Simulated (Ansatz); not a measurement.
Geometry optimisation, Ansatz 0.2.0, RKS B3LYP/def2-TZVP.

Input file:

```yaml
crystal:
  periodic: [false, false, false]
  atoms:
    - { symbol: B, position_ang: [-1.0032, 0.1066, -0.4828] }
    - { symbol: O, position_ang: [-0.4567, -0.519, 0.6599] }
    - { symbol: B, position_ang: [0.9459, -0.2285, 0.56] }
    - { symbol: H, position_ang: [-1.1198, -0.4249, -1.5146] }
    - { symbol: H, position_ang: [-1.4619, 1.2479, -0.4117] }
    - { symbol: H, position_ang: [1.43, 0.727, 1.1276] }
    - { symbol: H, position_ang: [1.727, -0.9773, 0.016] }
basis:
  gaussian: { orbitals: def2-TZVP }
hamiltonian:
  xc: b3lyp
relax:
  f_tol: 0.02
  max_steps: 50
output:
  orbitals: {}
```

Launched with:

```bash
$ ansatz run input.yaml --threads 2 --pin off --max-ram 3072MiB --backend cpu --events-out ev --progress --plain --runs-dir out
```

Q: Where does it end, and by what steps?

A: The forces met the threshold. After 9 steps the energy has fallen by 1.061 eV; O2 moved furthest, 1.06 Å.

```csv
step,energy less start (eV),largest force component (eV/Å),accepted
0,0.0000,2.119,yes
1,-0.2138,1.069,yes
2,-0.3836,0.502,yes
3,-0.5512,0.605,yes
4,-0.7064,0.624,yes
5,-0.8389,0.399,yes
6,-0.9880,0.432,yes
7,-1.0042,1.035,yes
8,-1.0601,0.090,yes
9,-1.0613,0.019,yes
```

```xyz
7
Properties=species:S:1:pos:R:3
B -1.067 0.217 -0.538
O -0.144 0.470 0.439
B 1.060 -0.160 0.597
H -0.838 -0.611 -1.368
H -2.077 0.850 -0.518
H 1.759 0.206 1.491
H 1.369 -1.040 -0.150
```

The run took 15 s on 2 threads of Arm Neoverse V1, on a shared host, peak memory 0.17 GiB.
